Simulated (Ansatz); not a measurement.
# NO+ (SMILES N#[O+]) at 6 levels

We compute a comparison of 6 runs (BLYP/STO-3G, CAM-B3LYP/STO-3G, r2SCAN0/STO-3G, revPBE/STO-3G, CCSD/STO-3G, FCI/STO-3G) of NO+. 

The results are computed with Ansatz 0.2.0.

13 further runs of the same task are left out: 12 that didn't finish, 1 set aside as unsound or not needed.

## Step 1: The molecule

NO+: 2 atoms, total charge +1, spin state singlet. As SMILES, `N#[O+]`. The O2–N1 distance was set to 1.595 Å, away from the relaxed value.

Bond lengths: N1–O2 1.595 Å.

## Step 2: The energy at BLYP/STO-3G (run 1)

File job.yaml:

```yaml
crystal:
  periodic: [false, false, false]
  atoms:
    - {symbol: "N", position_ang: [0.000000, 0.000000, -0.531580]}
    - {symbol: O, position_ang: [0.000000, 0.000000, 1.063220]}
basis:
  gaussian:
    orbitals: STO-3G
total_charge: 1
hamiltonian:
  xc: {name: BLYP}
accuracy: high
```

On the command line:

```sh
$ ansatz run job.yaml --threads 1 --pin off --max-ram 2610MiB --events-out events.jsonl --progress --plain --runs-dir runs
```

Standard output:

```text
Warning: RAYON_NUM_THREADS=1 ignored (pool sized by the plan → 1); use --threads N
Functional definition: BLYP
  name "BLYP"
  parameter beta = 0.0042
  parameter a = 0.04918
  parameter b = 0.132
  parameter c = 0.2533
  parameter d = 0.349
  exchange = b88_x(beta = beta)
  correlation = lyp_c(a = a, b = b, c = c, d = d)
149 factors; integrals over basis functions are off by at most 5.2e-8 eV
mean field evaluation 1: about -3457.4270 eV, gradient 7.6e1 eV
mean field evaluation 2: about -3322.4198 eV, gradient 8.6e1 eV
mean field evaluation 4: about -3403.3381 eV, gradient 7.1e1 eV
mean field evaluation 8: about -3474.1786 eV, gradient 2.8e-1 eV
mean field -3474.17904752 eV, -127.6737251132 hartree, gradient 4.2e-8 eV, S^2 0.000000; 0 other end points of the search recorded, 0 dependent functions left out
reference -3474.17906796 eV, -127.6737258644 hartree; 7, 7 occupied and 3, 3 virtual orbitals, 149 factors
Total energy: -3474.17906796 eV, -127.6737258644 hartree
```

It took 0.36 s on 1 thread of Arm Neoverse V1, shared host.

## Step 3: The energy at CAM-B3LYP/STO-3G (run 2)

File molecule.yaml:

```yaml
crystal:
  periodic: [false, false, false]
  atoms:
    - {symbol: N, position_ang: [0.000000, 0.000000, -0.531580]}
    - {symbol: O, position_ang: [0.000000, 0.000000, 1.063220]}
basis:
  gaussian:
    orbitals: STO-3G
total_charge: 1
magnetization:
  spin_polarized: false
hamiltonian:
  xc: {name: CAM-B3LYP}
accuracy: high
```

On the command line:

```sh
$ ansatz run molecule.yaml --threads 1 --pin off --max-ram 2610MiB --events-out events.jsonl --progress --plain --runs-dir runs
```

Standard output:

```text
Warning: RAYON_NUM_THREADS=1 ignored (pool sized by the plan → 1); use --threads N
Functional definition: CAM-B3LYP
  name "CAM-B3LYP"
  parameter alpha = 0.19
  parameter beta = 0.46
  parameter omega = 0.33/bohr
  parameter ac = 0.81
  exchange = (1 - alpha - beta)*b88_x + beta*b88_x_sr(omega) + alpha*exact_x + beta*exact_x_lr(omega)
  correlation = (1 - ac)*vwn5_c + ac*lyp_c
149 factors; integrals over basis functions are off by at most 5.2e-8 eV
91 factors; integrals over basis functions are off by at most 4.9e-10 eV
mean field evaluation 1: about -3452.2624 eV, gradient 7.7e1 eV
mean field evaluation 2: about -3337.5061 eV, gradient 1.1e2 eV
mean field evaluation 4: about -3424.5178 eV, gradient 8.9e1 eV
mean field evaluation 8: about -3471.2944 eV, gradient 2.0e-3 eV
mean field -3471.29443762 eV, -127.5677176548 hartree, gradient 1.9e-8 eV, S^2 0.000000; 0 other end points of the search recorded, 0 dependent functions left out
reference -3471.29444486 eV, -127.5677179207 hartree; 7, 7 occupied and 3, 3 virtual orbitals, 149 factors
Total energy: -3471.29444486 eV, -127.5677179207 hartree
```

Wall time 0.46 s (1 thread of Arm Neoverse V1, shared host).

## Step 4: A single-point energy at r2SCAN0/STO-3G (run 3)

File in.yaml:

```yaml
crystal:
  periodic: [false, false, false]
  atoms:
    - {symbol: N, position_ang: [0.000000, 0.000000, -0.531580]}
    - {symbol: O, position_ang: [0.000000, 0.000000, 1.063220]}
basis:
  gaussian:
    orbitals: STO-3G
magnetization:
  spin_polarized: false
hamiltonian:
  xc: {name: r2SCAN0}
accuracy: high
total_charge: 1
```

On the command line:

```sh
$ ansatz run in.yaml --threads 1 --pin off --max-ram 2610MiB --events-out events.jsonl --progress --plain --runs-dir runs
```

Standard output:

```text
Warning: RAYON_NUM_THREADS=1 ignored (pool sized by the plan → 1); use --threads N
Functional definition: r2SCAN0
  name "r2SCAN0"
  parameter a = 0.25
  parameter k0 = 0.174
  parameter k1 = 0.065
  parameter a1 = 4.9479
  exchange = (1 - a)*r2scan_x(k0 = k0, k1 = k1, a1 = a1) + a*exact_x
  correlation = r2scan_c
149 factors; integrals over basis functions are off by at most 5.2e-8 eV
mean field evaluation 1: about -3452.9766 eV, gradient 7.6e1 eV
mean field evaluation 2: about -3331.8468 eV, gradient 1.0e2 eV
mean field evaluation 4: about -3415.4534 eV, gradient 8.2e1 eV
mean field evaluation 8: about -3471.0176 eV, gradient 2.9e-1 eV
mean field -3471.01797060 eV, -127.5575576792 hartree, gradient 3.5e-8 eV, S^2 0.000000; 0 other end points of the search recorded, 0 dependent functions left out
reference -3471.01797069 eV, -127.5575576823 hartree; 7, 7 occupied and 3, 3 virtual orbitals, 149 factors
Total energy: -3471.01797069 eV, -127.5575576823 hartree
```

Wall time 1 s (1 thread of Arm Neoverse V1, shared host); peak memory 0.093 GiB.

Runs 4 to 5 aren't shown in full; the table further down has their settings and results.

## Step 5: The energy at FCI/STO-3G (run 6)

File run.yaml:

```yaml
crystal:
  periodic: [false, false, false]
  atoms:
    - {symbol: "N", position_ang: [0.000000, 0.000000, -0.531580]}
    - {symbol: O, position_ang: [0.000000, 0.000000, 1.063220]}
basis:
  gaussian:
    orbitals: STO-3G
accuracy: high
total_charge: 1
correlation:
  method: fci
  frozen_orbitals: {"N": 1, O: 1}
```

On the command line:

```sh
$ ansatz run run.yaml --threads 1 --pin off --max-ram 2610MiB --events-out events.jsonl --progress --plain --runs-dir runs
```

Standard output, cut to the lines that bear on the results:

```text
Warning: RAYON_NUM_THREADS=1 ignored (pool sized by the plan → 1); use --threads N
Functional definition: HF
  name "HF"
[...]
149 factors; integrals over basis functions are off by at most 5.2e-8 eV
[...]
mean field -3455.07355767 eV, -126.9716113115 hartree, gradient 2.2e-8 eV, S^2 0.000000; 6 other end points of the search recorded, 0 dependent functions left out; unrestricted orbitals would lower it
[...]
determinant -3455.07355767 eV, -126.9716113115 hartree, with singles and doubles -3462.64085799 eV, -127.2497044690 hartree
determinant -3453.88387291 eV, -126.9278912030 hartree, with singles and doubles -3462.86033645 eV, -127.2577701535 hartree
determinant -3455.07355767 eV, -126.9716113115 hartree, with singles and doubles -3464.11898815 eV, -127.3040247505 hartree
determinant -3453.88387291 eV, -126.9278912030 hartree, with singles and doubles -3463.03528521 eV, -127.2641994019 hartree
unrestricted determinant -3459.03461781 eV, -127.1171775867 hartree, S^2 1.8263
2 core orbitals not correlated: weight in the atoms' cores, before any rotation towards them, 1.000 or more for the frozen orbitals, at most 0.000 for the correlated occupied ones
reference -3455.07355767 eV, -126.9716113115 hartree; 5, 5 occupied and 3, 3 virtual orbitals, 149 factors
state -3464.42259102 eV, -127.3151819500 hartree
Total energy: -3464.42259102 eV, -127.3151819500 hartree
```

Run time: 0.26 s. Hardware: 1 thread of Arm Neoverse V1, shared host.

## Step 6: Overview of the runs

| run | level | frozen core orbitals | energy (Eh) | wall time |
| --- | --- | --- | --- | --- |
| 1 | BLYP/STO-3G | – | -127.673726 | 0.36 s |
| 2 | CAM-B3LYP/STO-3G | – | -127.567718 | 0.46 s |
| 3 | r2SCAN0/STO-3G | – | -127.557558 | 1 s |
| 4 | revPBE/STO-3G | – | -127.686390 | 0.36 s |
| 5 | CCSD/STO-3G | 2 | -127.304025 | 0.18 s |
| 6 | FCI/STO-3G | 2 | -127.315182 | 0.26 s |

## Step 7: Summary of results

| quantity | value |
| --- | --- |
| run 6: total energy | -127.31518 Eh |
| run 6: correlation energy (2 core orbitals frozen) | -343.6 mEh |

**Reading.** Against full CI in this basis: CCSD +11.2 mEh. Totals of different functionals can't be ranked against each other. In run 5 the T1 diagnostic is large, so a single reference may not serve. In run 5 the log says that unrestricted orbitals would lower the reference, so the values rest on an unstable closed-shell determinant (other closed-shell runs at this shape may share the fault). In runs 1, 2, 3, 4, 5, 6 the basis is minimal, so the values are rough. All runs together took 2.6 s, the longest 1 s.
